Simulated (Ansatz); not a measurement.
Relaxation of C2H7NS2 (12 atoms, charge 0, multiplicity 1), to a largest force component of 0.02 eV/Å in at most 40 steps.

All numbers below come from RHF/STO-3G in Ansatz.

```xyz
12
Properties=species:S:1:pos:R:3
C -1.183 -1.004 0.831
N 0.169 -0.620 0.632
C 0.473 -0.380 -0.782
S 0.085 1.282 -1.357
S 1.041 2.525 -0.112
H -1.490 -1.859 0.276
H -1.875 -0.152 0.505
H -1.380 -1.128 1.875
H 0.381 0.260 1.184
H 1.592 -0.468 -0.872
H 0.047 -1.141 -1.397
H 2.217 2.629 -0.750
```

**Question.** Where does it end, and by what steps?

**Answer.** The forces met the threshold. Limits of this set-up: minimal basis. After 8 steps the energy has fallen by 0.570 eV; H9 moved furthest, 0.31 Å.

```csv
step,energy less start (eV),largest force component (eV/Å),accepted
0,0.0000,4.136,yes
1,-0.3820,1.745,yes
2,-0.5373,0.661,yes
3,-0.5555,0.630,yes
4,-0.5622,0.271,yes
5,-0.3287,2.309,no
6,-0.5696,0.055,yes
7,-0.5703,0.031,yes
8,-0.5703,0.008,yes
```

```xyz
12
Properties=species:S:1:pos:R:3
C -1.244 -0.885 0.824
N 0.221 -0.751 0.629
C 0.587 -0.386 -0.760
S -0.030 1.203 -1.395
S 0.922 2.495 -0.097
H -1.610 -1.718 0.226
H -1.801 0.012 0.542
H -1.440 -1.100 1.873
H 0.553 0.008 1.248
H 1.676 -0.415 -0.825
H 0.198 -1.157 -1.426
H 2.045 2.639 -0.802
```

The run took 10 s on 1 thread of Arm Neoverse V1 (shared host), peak memory 0.11 GiB.
